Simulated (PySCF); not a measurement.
Gas-phase reaction: 6 SiH3F = 2 c-Si3H6 + 3 F2 + 3 H2

Energies from PySCF (xtb for GFN2), thermal terms from the rigid-rotor harmonic-oscillator model, ideal gas at 1 bar. † marks an energy on the PBE0/def2-TZVP geometry and frequencies; other levels use their own. MP2 freezes the core. 6-31G* has spherical d functions here. All species are closed-shell singlets. B3LYP is the form with VWN-RPA correlation. c-Si3H6: computed as isolated molecules; such fragments, hydroxides, amides, oligomers or adducts are transient or little studied in the gas. MP2 isn't extrapolated to the basis-set limit; its ΔH°(298 K) is 2650.7 kJ in def2-SVP and 2775.8 kJ in def2-TZVPP. The harmonic model lacks anharmonicity and excited electronic states, which grow with temperature; levels with a mode under 35 cm⁻¹ are left out.

| level | ΔE electronic, kJ | ΔH°(298 K), kJ | ΔS°(298 K), J/K | ΔG°(2000 K), kJ |
|---|---|---|---|---|
| B3LYP/6-31G* | 2562 | 2511 | 177 | 2038 |
| B3LYP/def2-TZVP† | 2698 | 2650 | 182 | 2173 |
| GFN2-xTB | 3046 | 2984 | 191 | 2501 |
| HF/def2-TZVP† | 3041 | 2993 | 182 | 2516 |
| MP2/def2-SVP† | 2699 | 2651 | 182 | 2174 |
| PBE0/def2-QZVP† | 2624 | 2577 | 182 | 2100 |
| PBE0/def2-TZVP | 2599 | 2551 | 182 | 2074 |
| LDA/def2-TZVP† | 2541 | 2493 | 182 | 2016 |
| ωB97X-V/def2-TZVP† | 2678 | 2630 | 182 | 2153 |
ΔH° is lowest at LDA/def2-TZVP† and highest at HF/def2-TZVP†. No reference value is set beside these.
